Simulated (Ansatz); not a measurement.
Basis-set extrapolation for C4H8O, SMILES `C[C@@H]1O[C@H]1C` (PBE0-D4/def2-TZVP geometry, frozen core, Ansatz). Multiplicity 1, RHF reference.

|  | def2-TZVPP | def2-QZVPP |
| --- | --- | --- |
| HF | -231.044661 | -231.055523 |
| MP2 correlation | -0.920919 | -0.982561 |
| CCSD(T) correlation | -0.998702 | not run |

Energies in hartree. Use E(X) = E(∞) + A·exp(−7.88·√X) for Hartree–Fock and E(X) = E(∞) + B·X^(−2.97) for correlation, with X = 3 and 4, and add CCSD(T) minus MP2 of the smaller set to the MP2 limit.

Question: What is the CCSD(T) energy at the basis-set limit?

Answer: HF limit: -231.055523 + (-0.010862) × 0.13774 = -231.05702. MP2 limit: -0.982561 + (-0.061642) × 0.74074 = -1.02822. Higher-order term: -0.998702 − (-0.920919) = -0.07778. Total: -232.16302 hartree, 314.2 kJ/mol below CCSD(T)/def2-TZVPP.
